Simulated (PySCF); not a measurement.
Which functional comes closest?

Molecule: `InChI=1S/C3H3N/c1-2-3-4/h2H,1H2`.

Numbering as in the mapped SMILES `[CH2:1]=[CH:2][C:3]#[N:4]` (H(Xn): hydrogen on atom n). Ha(C1) is cis to C3; Hb(C1) is trans to C3.

Geometry PBE0-D3(BJ)/def2-SVP throughout; GIAO in PySCF 2.14, gas phase, one conformer, non-relativistic; equivalent atoms averaged; basis pcSseg-2.

Reference values (measured; solution, not stated per compound (mostly CDCl3 or CCl4); Pretsch, Buehlmann, Badertscher, Structure Determination of Organic Compounds, 4th ed. (2009)): δ(H(C2)) = 5.69 ppm, δ(Hb(C1)) = 6.11 ppm, δ(Ha(C1)) = 6.24 ppm. Computed shifts are taken against TMS, calculated as an isolated molecule at each level.

How do the functionals HF, LDA, PBE, BLYP, BP86, OPBE, KT2, KT3, B97-D, B3LYP, PBE0, mPW1PW91, WP04, B97-2, BHandHLYP, CAM-B3LYP, wB97X-D, LC-wPBE perform against the reference? Times are CPU seconds on shared hosts with different chips, so compare them loosely; the GGAs took longer than the global hybrids here, which isn't the general rule, and the cause wasn't traced.

Results:


```tsv
functional	kind	H(C2)	Hb(C1)	Ha(C1)	mean abs. error H	core-s
HF	Hartree–Fock	5.68	6.33	6.53	0.17	3.6
LDA	LDA	5.89	6.27	6.48	0.20	9.2
PBE	GGA	5.79	6.13	6.35	0.08	12
BLYP	GGA	5.72	6.02	6.26	0.05	11
BP86	GGA	5.77	6.11	6.33	0.06	11
OPBE	GGA	5.84	6.18	6.38	0.12	11
KT2	GGA	5.64	5.90	6.16	0.11	11
KT3	GGA	5.64	5.90	6.14	0.12	12
B97-D	GGA	5.71	6.03	6.26	0.04	11
B3LYP	global hybrid	5.73	6.12	6.34	0.05	7.3
PBE0	global hybrid	5.80	6.23	6.43	0.14	7.4
mPW1PW91	global hybrid	5.78	6.21	6.41	0.12	7.4
WP04	global hybrid	5.53	5.96	6.13	0.14	9.6
B97-2	global hybrid	5.76	6.17	6.36	0.08	8.3
BHandHLYP	global hybrid	5.74	6.22	6.42	0.11	8.1
CAM-B3LYP	range-separated hybrid	5.79	6.24	6.44	0.14	11
wB97X-D	range-separated hybrid	5.80	6.28	6.45	0.16	11
LC-wPBE	range-separated hybrid	5.88	6.44	6.58	0.29	15
```

For $^{1}$H the closest is B97-D (0.04 ppm, with BLYP, B3LYP, BP86 practically level) and the furthest LC-wPBE (0.29 ppm). One molecule is a small sample, and vibrational and solvent effects are absent from the calculation.
